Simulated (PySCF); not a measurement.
CH2, SMILES [CH2], triplet at its B3LYP/def2-SVP optimised geometry (Å):

```
3

C     -0.1641    -0.3900     0.0000
H      0.9267    -0.3900     0.0000
H     -0.9267     0.3900     0.0000
```

Method: PySCF 2.14.0 with unrestricted B3LYP/def2-TZVP. Cells within 0.4 Å of a nucleus heavier than hydrogen are left out (blank, or x).

Map of the HOMO−1 amplitude (α) (bohr^(-3/2)), clipped to [-0.25, 0.25] on the plane z = 0.0 Å; orbital energy -7.72 eV, overall sign arbitrary:

```
|5555555555555555555555555|
|5555555555555555555555555|
|5555555555555555555555555|
|5555555555555555555555555|
|5555555555555555555555555|
|5555555555555555555555555|
|5555555555555555555555555|
|5555555555555555555555555|
|5555555566666665555555555|
|5555555666776666555555555|
|5555555677777776655555555|
|4555555567789877665555555|
|44444445557x9987765555555|
|4444444433xxx877765555555|
|4444444320xxx556765555555|
|44444433200xx245555555555|
|4444443320000134555555555|
|4444443321101234445555555|
|4444444332222334444555555|
|4444444433333344444455555|
|4444444444333444444444555|
|4444444444444444444444455|
|4444444444444444444444445|
|4444444444444444444444445|
|4444444444444444444444444|
```
Scale: ten equal steps from -0.250 (start of '0') to 0.250 (end of '9'), in the order '0123456789'; x runs from -3.00 to 3.00, y from -3.00 (bottom) to 3.00 (top).
